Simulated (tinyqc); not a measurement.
Pariser-Parr-Pople SCF with singles CI, for the molecule Fc1ccoc1 (SMILES; centres numbered as the heavy atoms are written), step by step. One step of it, computed by the program tinyqc.

Question. Iteration 3: orbitals and new P. Diagonalise F (the basis is taken as orthonormal) and form P = 2 sum c c over the lowest orbitals; 0.5 of the old P is kept.

F (eV), lower triangle:
```
            1F         2C         3C         4C          5O         6C
1F  -17.807497
2C   -2.921039  -5.512691
3C    0.341937  -3.948061  -5.405059
4C   -0.048394   0.197622  -4.325214  -6.078177
5O   -0.106811   0.495648   0.591152  -3.827075  -13.346706
6C    0.415999  -4.305513   0.137804   0.837916   -3.698879  -6.176718
```

pi electrons, sum of z_r less the charge = 8

P after iteration 2, lower triangle:
```
           1F         2C         3C         4C        5O        6C
1F   1.915463
2C   0.260608   1.049928
3C  -0.160543   0.583017   1.130541
4C   0.030298  -0.097679   0.723957   1.120939
5O   0.063697  -0.216678  -0.258460   0.503160  1.598397
6C  -0.195316   0.716774  -0.068134  -0.414201  0.462448  1.184732
```

Give: orbital energies; P after iteration 3.

Answer.

orbital energies (eV): -18.538  -16.187  -10.795  -9.402  -0.665  1.261

P after iteration 3, lower triangle:
```
        1F      2C      3C      4C     5O     6C
1F   1.941
2C   0.220   1.042
3C  -0.131   0.576   1.103
4C   0.019  -0.083   0.750   1.100
5O   0.053  -0.217  -0.248   0.471  1.662
6C  -0.171   0.743  -0.061  -0.428  0.441  1.152
```
